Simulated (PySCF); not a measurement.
**Shieldings and the share of exact exchange**

Molecule: `CC(C)CO`, C4H10O.

Bonds (- single, = double, # triple, : aromatic): C1-C2 1.523 Å, C2-C3 1.523 Å, C2-C4 1.521 Å, C4-O5 1.403 Å. C1 carries H6, H7, H8; C2 carries H9; C3 carries H10, H11, H12; C4 carries H13, H14; O5 carries H15.

GIAO shieldings (ppm, equivalent atoms averaged) in PySCF 2.14.0 with density-fitted response routines on the PBE0-D3(BJ)/def2-SVP geometry, basis pcSseg-1, gas phase, non-relativistic:

```tsv
functional	exact exchange (%)	σ(C4)	σ(O5)
BLYP	0	97.9	288.4
BP86	0	104.2	294.5
PBE	0	104.3	293.6
PBE0	25	112.3	304.1
mPW1PW91	25	111.6	303.2
BHandHLYP	50	113.6	308.3
HF	100	126.8	320.7
```

(1) Fit each shielding as a line in the percentage of exact exchange.

(2) What does the line predict for B3LYP (20 %), and what does the run give?

Results:

(1) σ(C4) = 103.2 + 0.24 x (rms 2.6 ppm); σ(O5) = 293.6 + 0.29 x (rms 2.6 ppm). The functionals also differ in their semilocal parts, which the line can't hold; Hartree–Fock has no correlation at all.

(2) σ(C4): 108.0 predicted, 104.9 computed; σ(O5): 299.4 predicted, 297.9 computed ppm.
